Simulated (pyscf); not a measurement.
Thermochemistry of product channels of `[GeH2]=[GeH2]` on the singlet surface, in eV, from ωB97M-D3(BJ)/def2-TZVP energies (ideal gas, 1 atm, RRHO with modes under 100 cm⁻¹ raised to 100, one conformer, R ln 2 for rigid chiral ones). PySCF, gas phase, ωB97X-D3(BJ)/def2-SVP geometries.

```json
[
 {"products": "`[GeH][GeH3]` [singlet]", "ΔE": "-0.15", "ΔH(298 K)": "-0.15", "ΔG(298 K)": "-0.20", "ΔG(1200 K)": "-0.36"},
 {"products": "`[Ge]=[GeH2]` [singlet] + `[H][H]`", "ΔE": "+1.15", "ΔH(298 K)": "+1.06", "ΔG(298 K)": "+0.69", "ΔG(1200 K)": "-0.45"}
]
```

The channel to :Ge=GeH₂ [singlet] + H₂ turns favourable between 298 and 1200 K (ΔG from +0.69 eV to -0.45 eV).

These are energies of the channels, which say nothing of barriers. H₂Ge=GeH₂ may be a fragile minimum: a first optimisation, from another start, lost the drawn bonds. Elements up to Kr have no core potential and no relativistic terms here.
